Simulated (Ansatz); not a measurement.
Voigt–Reuss–Hill bulk modulus (GPa) of solids drawn from the class of oxides, at two levels: PBE in Ansatz (PAW), and LDA (plane waves, PAW; Ansatz, a quantum-chemistry and plane-wave program).

| solid | PBE | LDA | shift (%) |
|---|---|---|---|
| rutile TiO2 | 208 | 247 | +18.8 |
| anatase TiO2 (metastable phase) | 181 | 204 | +12.7 |
| rutile SnO2 | 172 | 208 | +21 |
| SiO2 (P4₁2₁2, No. 92) | 15.8 | 11.3 | -28 |
| stishovite (SiO2) | 269 | 314 | +16.7 |
| A-type hexagonal La2O3 | 114 | 132 | +15.8 |
| corundum (α-Al2O3) | 230 | 257 | +11.7 |
| antiferromagnetic (type II) rock-salt NiO | 193 | 252 | +31 |

The shifts run from -28 % to +31 %, with a median of +16.3 %.

Over all 8 rows LDA is the larger in 7.

Database compounds that came out metallic weren't drawn.

Ansatz's runs of these crystals have no spin polarisation, but for antiferromagnetic (type II) rock-salt NiO.

Density-functional runs with spin start from opposed moments for antiferromagnetic (type II) rock-salt NiO.

Spin–orbit coupling is left out, also for the solids with elements from indium on (rutile SnO2, A-type hexagonal La2O3); its size isn't shown.

Each level is taken at its own relaxed cell. Ansatz's density-functional and Hartree–Fock values are scalar-relativistic unless marked +SOC, with PAW data made under PBE.
